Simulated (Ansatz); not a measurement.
CCSD(T) forces

BSiH5O (SMILES OB[SiH3]), singlet, displaced at random from a GFN2-xTB minimum.

```tsv
atom	x (Å)	y (Å)	z (Å)
O1	-1.3422	0.2146	-1.1357
B2	-0.3134	0.6839	-0.4546
Si3	0.6366	-0.5954	0.6994
H4	-1.8117	0.8541	-1.7090
H5	0.0178	1.8265	-0.5507
H6	0.6086	-0.2365	2.1461
H7	2.0396	-0.7724	0.3779
H8	0.0881	-1.9723	0.6465
```

Computed with Ansatz 0.2.0 (basis: def2-TZVPP); correlated methods freeze the cores.

CCSD(T) forces from the calculation:
```tsv
atom	Fx	Fy	Fz (eV/Å)
O1	-2.007	-0.145	-1.544
B2	1.013	1.045	0.438
Si3	0.052	-1.026	1.107
H4	0.502	-0.456	0.540
H5	-0.020	0.239	-0.070
H6	-0.059	0.198	-0.077
H7	0.715	0.150	-0.283
H8	-0.196	-0.005	-0.111
```

Which atom feels the largest CCSD(T) force, and how large is it?

O1, 2.54 eV/Å, along (-0.79, -0.06, -0.61).

Root-mean-square difference of the force components from those of CCSD(T): PBE0-D4 0.159; wB97M-V 0.100; r2SCAN-D4 0.116; PBE-D4 0.211; r2SCAN0-D4 0.190; SPW92 0.377 eV/Å.

The T1 diagnostic stays at or below 0.015. These are differences at one structure, and CCSD(T) in triple zeta is itself an approximation.

For scale, one of the runs: CCSD(T)/def2-TZVPP forces, 174 basis functions (an equivalent command: `ansatz run in.yaml --threads 4`). The run took 48 s on 4 CPU threads (shared host), with 3 GiB of host memory at its peak.
